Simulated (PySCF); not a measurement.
Na₂, SMILES [Na][Na]. Geometry optimised at PBE0-D3(BJ)/def2-TZVPD.

Question: Give the equilibrium geometry at PBE0-D3(BJ)/def2-TZVPD (PySCF confirms it by a frequency run) as Cartesian coordinates in Å, and its point group. (The exact figures need the calculation; the answer reports its results.)

Answer: point group D∞h.
```xyz
2

Na     0.0000     0.0000    -1.5509
Na     0.0000     0.0000     1.5509
```
